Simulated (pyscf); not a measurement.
H₃C–GeH₃ + H atom (H•) → •H₂C–GeH₃ + hydrogen (H₂), a hydrogen abstraction (doublet surface; C–H broken, H–H formed). Single points on ωB97X-D3(BJ)/def2-SVP structures (PySCF, gas phase). Energies in kcal/mol from the separated reactants.

Small-basis levels: PySCF, no dispersion term, spherical d functions. Open shells are spin-unrestricted. 

Q: Quick MP2/6-31G*+LANL2DZ single points give ΔE‡ = 23.9 kcal/mol and ΔE = +8.7 kcal/mol. What does ωB97M-D3(BJ)/def2-TZVP give, and how far is the quick result from it?

A: ωB97M-D3(BJ)/def2-TZVP gives ΔE‡ = 12.4 kcal/mol and ΔE = +1.5 kcal/mol. MP2/6-31G*+LANL2DZ lies 11.5 kcal/mol over it in the barrier and 7.2 kcal/mol over it in the reaction energy, so on this step it does not hold to within 3.0 kcal/mol. ωB97M-D3(BJ)/def2-TZVP has limits of its own. The same reactants have a lower exit, to H₃C–GeH₂• + H₂ (barrier +2.9 kcal/mol at ωB97M-D3(BJ)/def2-TZVP, against +12.4 kcal/mol here). •H₂C–GeH₃ lies 20.6 kcal/mol over its isomer H₃C–GeH₂• (electronic energy, ωB97M-D3(BJ)/def2-TZVP). One saddle was located; it need not be the lowest between these sides. The angle at the transferred H is 177°. In the def2 sets elements up to Kr have no core potential.
